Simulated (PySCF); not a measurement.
The dipole of `N#P` (PN) from its density and from atomic charges.

Coordinates (PBE0-D3(BJ)/def2-TZVP, Å) and charges (e) from the PBE0/pcSseg-2 density (PySCF):

```csv
atom,x,y,z,Mulliken,IAO,Hirshfeld,ESP-fitted
N1,-0.674,-0.289,0.067,-0.3863,-0.5279,-0.2751,-0.4041
P2,0.692,0.260,-0.080,+0.3863,+0.5279,+0.2751,+0.4041
```

**Question.** Compute μ = Σ q r for each scheme (1 e·Å = 4.803 D) and compare with the dipole of the full density.

**Answer.** The full density gives (2.63, 1.06, -0.28) D, 2.85 D in size; dipole vectors point from the negative to the positive end.

```
    scheme    μx    μy     μz  size (D)  share of the full size (%)  angle to the full dipole (°)
  Mulliken  2.53  1.02  -0.27      2.74                          96                             0
       IAO  3.46  1.39  -0.37      3.75                         132                             0
 Hirshfeld  1.81  0.72  -0.19      1.95                          69                             0
ESP-fitted  2.65  1.06  -0.29      2.87                         101                             0
```

**Question.** Which set comes closest?

**Answer.** Length of the difference vector: ESP-fitted 0.02 D, Mulliken 0.11 D, Hirshfeld 0.90 D, IAO 0.90 D. Closest: ESP-fitted. 

**Question.** What is left for the Hirshfeld atoms' own dipoles?

**Answer.** The Hirshfeld atoms' densities add up to the full density, so μ = Σ q r + Σ (atomic dipoles). The atomic dipoles sum to (2.63, 1.06, -0.28) − (1.81, 0.72, -0.19) = (0.82, 0.34, -0.09) D, 0.90 D in size.

**Question.** Give the size of the full dipole in other units.

**Answer.** 2.85 D = 1.122 au = 0.594 e·Å = 9.51 × 10⁻³⁰ C·m.

Geometry: PBE0-D3(BJ)/def2-TZVP; no solvent, vibrations or thermal averaging.
